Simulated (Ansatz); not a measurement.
`C#CC(O)S` from Hartree–Fock to CCSD(T)

```xyz
9

C    -1.7377    0.6135   -0.7026
C    -0.6664    0.1128   -0.4986
C     0.6149   -0.5051   -0.1951
O     0.5135   -1.5272    0.7505
S     1.8444    0.7912    0.2270
H    -2.6857    1.0564   -0.8987
H     1.0246   -0.9737   -1.0926
H     0.1115   -1.1665    1.5474
H     0.9810    1.5986    0.8627
```

The species carries charge 0 and has multiplicity 1. All single points use the PBE0-D4/def2-TZVP geometry. It is one conformer, not always the lowest. Frozen core, restricted reference, Ansatz. CBS rows extrapolate triple and quadruple zeta; past MP2 they add the triple-zeta difference.

```tsv
basis	HF (Eh)	MP2 corr.	CCSD corr.	(T)	CCSD(T) total
def2-SVP	-587.96579	?	-0.74427	-0.02581	?
def2-TZVPP	?	-0.88504	-0.91553	?	?
def2-QZVPP	?	-0.95054	–	–	–
CBS(def2)	-588.35301	-0.99906	-1.02954	as TZ	-589.42591
```

Q: Fill in the withheld values. (Estimate.)

A: The calculation gave: def2-SVP MP2 corr.: -0.70489; def2-SVP CCSD(T) total: -588.73587; def2-TZVPP HF (Eh): -588.33067; def2-TZVPP (T): -0.04336; def2-TZVPP CCSD(T) total: -589.28956; def2-QZVPP HF (Eh): -588.35031.
